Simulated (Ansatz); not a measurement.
## How far each method lies from UCCSDT(Q) for H3S⁺, triplet

Geometry: a point of a stretch scan, not a stationary point.

```yaml
atoms:
  - { symbol: S, position_ang: [0.0000, -0.0391, -0.0050] }
  - { symbol: H, position_ang: [0.0000, 1.3184, -0.0050] }
  - { symbol: H, position_ang: [0.0000, -0.0370, 1.6890] }
  - { symbol: H, position_ang: [0.0000, -0.0372, -1.5251] }
```

Basis cc-pVDZ; Ansatz 0.2.0. Correlated methods freeze the noble-gas cores, which leaves 8 electrons in 28 orbitals. Prefix R: restricted or restricted open-shell reference; prefix U: unrestricted. Active spaces: pair = (4e, 4o) about the gap; valence = (8e, 7o) chosen from the atoms' valence shells.

Full CI isn't at hand for all of this; UCCSDT(Q) serves as the reference, and is uncertain by about the last step of the cluster series. The frozen core follows each run's orbitals, which can shift R against U totals by a few meV.

For open shells CISD is restricted-active-space CI with the open shells as a complete middle space.

The UHF ⟨S²⟩ is 2.056. The T1 diagnostic (RCCSD) is 0.0338, the largest doubles amplitude (RCCSD) is 0.077 and the T1 diagnostic (UCCSD) is 0.0192.

```json
{"level": "UHF", "E − E(RHF) (eV)": "-0.3574"}
{"level": "RMP2", "E − E(RHF) (eV)": "-3.7306"}
{"level": "UMP2", "E − E(RHF) (eV)": "-3.7024"}
{"level": "RCCSD", "E − E(RHF) (eV)": "-4.5182"}
{"level": "UCCSD", "E − E(RHF) (eV)": "-4.5240"}
{"level": "RCCSD(T)", "E − E(RHF) (eV)": "-4.6247"}
{"level": "UCCSD(T)", "E − E(RHF) (eV)": "-4.6249"}
```

(1) Estimate how far UCCSDT(Q) in cc-pVDZ lies from RCCSD(T). The table doesn't fix it; the size of (T) and the diagnostics are the guide.

(1) UCCSDT(Q) in cc-pVDZ lies 2.7 kJ/mol below RCCSD(T), which is 26 % of the (T) step (-10.3 kJ/mol). T1 is raised, and the rest is a large part of (T).

The other levels:

```json
{"level": "CISD", "E − E(UCCSDT(Q)) (kJ/mol)": "32.1", "share of correlation (%)": "92.85", "wall time": "1.7 s"}
{"level": "BCCD(T)", "E − E(UCCSDT(Q)) (kJ/mol)": "2.6", "share of correlation (%)": "99.42", "wall time": "2.5 s"}
{"level": "RCCSDT", "E − E(UCCSDT(Q)) (kJ/mol)": "0.5", "share of correlation (%)": "99.89", "wall time": "–"}
{"level": "UCCSDT", "E − E(UCCSDT(Q)) (kJ/mol)": "0.5", "share of correlation (%)": "99.90", "wall time": "–"}
{"level": "RCCSDT(Q)", "E − E(UCCSDT(Q)) (kJ/mol)": "0.0", "share of correlation (%)": "99.99", "wall time": "18 s"}
{"level": "CASSCF (pair space)", "E − E(UCCSDT(Q)) (kJ/mol)": "375.8", "share of correlation (%)": "16.28", "wall time": "–"}
{"level": "NEVPT2 (pair space)", "E − E(UCCSDT(Q)) (kJ/mol)": "66.6", "share of correlation (%)": "85.16", "wall time": "1.4 s"}
{"level": "CASSCF (valence space)", "E − E(UCCSDT(Q)) (kJ/mol)": "310.4", "share of correlation (%)": "30.85", "wall time": "–"}
{"level": "NEVPT2 (valence space)", "E − E(UCCSDT(Q)) (kJ/mol)": "66.2", "share of correlation (%)": "85.26", "wall time": "2.5 s"}
{"level": "MRCISD (valence space)", "E − E(UCCSDT(Q)) (kJ/mol)": "14.5", "share of correlation (%)": "96.77", "wall time": "–"}
{"level": "MRCISD+Q (valence space)", "E − E(UCCSDT(Q)) (kJ/mol)": "-0.7", "share of correlation (%)": "100.15", "wall time": "3.9 s"}
```

The correlation energy at UCCSDT(Q), counted from RHF, is -4.652 eV. That run took 16 s on 1 thread of AMD EPYC, shared host.

Times hold each run's SCF and search for its determinant on a shared host, so for small cases they say little of a method's own cost; they ran on 1 thread of AMD EPYC.

Natural occupations of CASSCF (valence space) about the gap: 1.993 1.973 1.954 1.002 1.000 0.049 0.029; effectively unpaired electrons, Σ n²(2−n)², 2.02.
